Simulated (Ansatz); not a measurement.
Ideal-gas functions of C₂HF₂N, SMILES `N#CC(F)F` at 600 K and 1 bar, from an Ansatz frequency run at PBE0-D4/def2-TZVP.

Molar mass 77.03 g/mol, point group Cs (symmetry number 1), electronic degeneracy 1, moments of inertia 50.395, 122.671, 163.042 u Å². Harmonic wavenumbers (cm⁻¹, unscaled): 196, 261, 480, 584, 654, 952, 1149, 1161, 1369, 1396, 2403, 3095.

Use S(trans) = R[1.5 ln M + 2.5 ln T − 1.1517]; rotational temperatures θ = 24.2544 K / I; S(rot) = R[ln(√π/σ · √(T³/θAθBθC)) + 1.5]; for each mode x = 1.438777 ν̃/T, S = R[x/(eˣ − 1) − ln(1 − e⁻ˣ)] and H = RT x/(eˣ − 1); 1 cm⁻¹ = 0.0119627 kJ/mol; R = 8.31446 J/(mol·K).

By hand: the entropy, in J/(mol·K).

Translation 177.6. Rotation: θ = 0.4813, 0.1977, 0.1488 K, giving 114.7. Vibration, mode by mode: 14.67, 12.35, 7.59, 6.16, 5.38, 3.05, 2.10, 2.05, 1.38, 1.31, 0.18, 0.04, in all 56.3. Electronic 0.0. Sum 348.6 J/(mol·K).

By hand: H − E and G − E in kJ/mol, counted from the electronic energy.

Zero-point energy ½ × 13700 × 0.0119627 = 81.9; thermal vibration 19.0; translation, rotation and pV give 4 RT = 20.0. H − E = 120.9 kJ/mol, and G − E = 120.9 − 600 × 348.6/1000 = -88.3 kJ/mol.

Vibration gives 16 % of the entropy.
